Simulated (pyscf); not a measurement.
# Substitution at C: `[CH3][GeH3]` + `[Cl]` [doublet] -> `[Cl][CH2][GeH3]` + `[H]` [doublet]

Gas phase, doublet surface, charge 0. Bonds broken: C1–H3. Bonds formed: C1–Cl9. Structures and frequencies: ωB97X-D3(BJ)/def2-SVP in PySCF.

Transition state (Å):

```xyz
9

C     -0.3634     0.7876    -0.3276
Ge    -0.2775    -0.4938     1.1864
H     -0.3851    -0.5438    -1.2057
H     -1.3077     0.9725    -0.8504
H      0.5243     0.9971    -0.9335
H     -1.5129    -0.2272     2.0490
H     -0.2806    -1.9622     0.7227
H      1.0256    -0.1955     1.9311
Cl    -0.3347     2.4299     0.7865
```

One imaginary mode, 1251i cm⁻¹; descent along it reached the two sides named.

```json
[
 {"bond": "C1–H3", "change": "breaks", "reactant side (Å)": "1.101", "saddle": "1.595", "product side": "3.7"},
 {"bond": "C1–Cl9", "change": "forms", "reactant side (Å)": "3.2", "saddle": "1.985", "product side": "1.789"}
]
```

Electronic energies relative to the separated reactants (kcal/mol):

| level | barrier | reaction energy | reverse barrier |
|---|---|---|---|
| ωB97X-D3(BJ)/def2-TZVP | 40.0 | +23.5 | 16.6 |
| PBE/def2-TZVP | 30.7 | +20.9 | 9.8 |
| r²SCAN/def2-TZVP | 32.8 | +24.1 | 8.6 |
| B3LYP-D3(BJ)/def2-TZVP | 38.0 | +27.3 | 10.7 |
| PBE0-D3(BJ)/def2-TZVP | 35.1 | +22.5 | 12.6 |
| M06-2X/def2-TZVP | 38.4 | +23.9 | 14.5 |
| ωB97M-D3(BJ)/def2-TZVP | 41.2 | +25.3 | 15.9 |
| HF/def2-TZVP | 61.2 | +33.7 | 27.5 |

With ωB97M-D3(BJ)/def2-TZVP energies and thermal terms (ideal gas, 1 atm, RRHO with modes under 100 cm⁻¹ raised to 100, one conformer, R ln 2 for chiral ones without a mode under 150 cm⁻¹), in kcal/mol:

| T (K) | ΔH‡ | ΔG‡ | ΔH | ΔG |
|---|---|---|---|---|
| 298 | 36.8 | 44.1 | +20.8 | +21.1 |
| 600 | 37.1 | 51.4 | +21.6 | +21.0 |
| 900 | 37.4 | 58.6 | +22.2 | +20.6 |
| 1200 | 37.6 | 65.6 | +22.7 | +20.0 |

Abstraction by the radical was not located in this set and often lies lower. Cl–CH₂–GeH₃ lies 37.6 kcal/mol over its isomer H₃C–GeH₂–Cl (electronic energy, ωB97M-D3(BJ)/def2-TZVP). One saddle was located; it need not be the lowest between these sides. The angle at the attacked C is 179°. Left out: orbital degeneracy and the spin-orbit lowering of Cl. Elements up to Kr have no core potential and no relativistic terms here.
